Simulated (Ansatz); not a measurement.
A made-up structure of BSiH3O, closed shell:

B1  (-0.965, -0.497, -0.389)
O2  (0.153, -1.123, 0.002)
Si3  (0.475, 0.588, 0.208)
H4  (0.098, 1.489, 1.238)
H5  (1.598, 1.031, -0.650)
H6  (0.738, 0.917, 1.629)
(Å)

It is relaxed with PBE-D4/def2-SVP and then PBE0-D4/def2-TZVP (Ansatz 0.2.0). Atoms count as bonded within 1.22 times the sum of their covalent radii (H–H: 0.88 Å). The end point is not checked to be a true minimum.

(1) Does its bonding change? (Judge from chemistry; the calculation decides.)

## Answers

(1) By the calculation: Yes. Formed: none; broken: B1–Si3.

Where it ends: The first stage lowers the energy by 3.82 eV in 13 steps. It ends as BSiH₃O ([B][O][SiH3]):
```
6
angstrom
B -1.0052 -1.3552 -0.5800
O -0.2768 -0.4274 -0.0832
Si 0.6581 0.8018 0.5493
H -0.2540 1.8948 0.9460
H 1.5934 1.2375 -0.5087
H 1.3813 0.2532 1.7154
```

Labels in which every atom is bracketed show which atoms are joined, not bond orders.

For scale, one of the runs: PBE0-D4/def2-TZVP relaxation, 117 basis functions, launched by `ansatz run in.yaml --threads 2 --pin off --events-out ev --progress --plain --max-ram 4352MiB`. The run took about 8 s on 2 CPU threads of an Arm Neoverse V1 (shared host).
